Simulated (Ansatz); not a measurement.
# PH3O4: a ladder of functionals and wavefunction methods

One table from this session's results is given with a row withheld; the runs are named, their logs left out.

Method: functionals in def2-TZVPP, the program's frozen cores in correlated methods; program: Ansatz 0.2.0, Gaussian basis.

The runs, in order: LDA (SPW92), PBE-D4, revPBE-D4, BLYP-D4, r2SCAN-D4, B97M-V, PBE0-D4, B3LYP-D4, r2SCANh-D4, r2SCAN0-D4, HSE06-D4, BHLYP-D4, CAM-B3LYP-D4, LC-ωPBE, ωB97X-V, ωB97M-V, B2PLYP, PBE-QIDH; CCSD(T)/def2-SVP; CCSD(T)/def2-TZVPP; MP2/def2-QZVPP; extrapolation to the limit; RPA on PBE.

### Structure used throughout

The geometry comes from an earlier relaxation with PBE0-D4 in a triple-zeta def2 set; it is a stationary point, not always the lowest conformer.

SMILES `O=P(O)(O)O`, 8 atoms, charge 0, spin multiplicity 1.

Atoms are counted from 1 here; the program's logs count them from 0.

Bond lengths: O1–P2 1.461 Å, P2–O3 1.584 Å, P2–O4 1.584 Å, P2–O5 1.584 Å, O3–H6 0.963 Å, O4–H7 0.963 Å, O5–H8 0.963 Å. Angles: O1–P2–O3 116.0°, O1–P2–O4 116.0°, O1–P2–O5 116.0°, O3–P2–O4 102.2°, O3–P2–O5 102.2°, O4–P2–O5 102.2°, P2–O3–H6 111.5°, P2–O4–H7 111.5°, P2–O5–H8 111.5°.

Set-up of the first run:

Input file in.yaml:

```yaml
crystal:
  periodic: [false, false, false]
  atoms:
    - {symbol: O, position_ang: [-1.271474, 0.446408, 0.873009]}
    - {symbol: P, position_ang: [-0.114792, 0.040003, 0.079093]}
    - {symbol: O, position_ang: [1.241288, -0.151630, 0.874098]}
    - {symbol: O, position_ang: [0.314165, 1.029740, -1.080333]}
    - {symbol: O, position_ang: [-0.249404, -1.338025, -0.689444]}
    - {symbol: H, position_ang: [1.312585, 0.470026, 1.605805]}
    - {symbol: H, position_ang: [-0.448695, 1.470989, -1.467995]}
    - {symbol: H, position_ang: [-0.783673, -1.967512, -0.194233]}
basis:
  gaussian: {orbitals: def2-TZVPP}
hamiltonian: {xc: lda}
output: {orbitals: {seedname: orbitals}}
```

Among the steps run: LDA; PBE-D4 (GGA); revPBE-D4 (GGA); BLYP-D4 (GGA); r2SCAN-D4 (meta-GGA); B97M-V (meta-GGA); PBE0-D4 (hybrid); B3LYP-D4 (hybrid); r2SCANh-D4 (hybrid); r2SCAN0-D4 (hybrid); HSE06-D4 (hybrid); BHLYP-D4 (hybrid); CAM-B3LYP-D4 (range-separated); LC-ωPBE-D4 (range-separated; the results give it without D4); ωB97X-V (range-separated); ωB97M-V (range-separated); B2PLYP (double hybrid); PBE-QIDH (double hybrid).

One of the session's tables, all rows but one given; the rest of the session is left out.

It belongs to the step «Orbital energies across the functionals». 

```
  functional  HOMO (eV)  LUMO (eV)  gap (eV)
 LDA (SPW92)      -7.36      -0.77      6.59
      PBE-D4      -7.11      -0.63      6.48
   revPBE-D4      -7.01      -0.56      6.46
     BLYP-D4          ?          ?         ?
   r2SCAN-D4      -7.47       0.08      7.55
      B97M-V      -7.53      -0.32      7.20
     PBE0-D4      -8.79       0.28      9.07
    B3LYP-D4      -8.52      -0.14      8.38
  r2SCANh-D4      -8.11       0.35      8.46
  r2SCAN0-D4      -9.06       0.75      9.81
    HSE06-D4      -8.38      -0.09      8.29
    BHLYP-D4     -10.41       0.91     11.32
CAM-B3LYP-D4     -10.31       1.02     11.33
     LC-ωPBE     -11.69       2.42     14.12
     ωB97X-V     -11.30       2.21     13.52
     ωB97M-V     -11.23       1.74     12.97
```

Estimate the missing values for BLYP-D4.

Worked estimate for «HOMO (eV)». Against the share of exact exchange, B3LYP-D4 (0.2, -8.52), BHLYP-D4 (0.5, -10.41) give a slope of -6.30 per unit share; at 0 the line stands at -7.26.

The run gave: HOMO (eV): -7.00; LUMO (eV): -0.71; gap (eV): 6.30. In «HOMO (eV)» the line misses by -0.26.
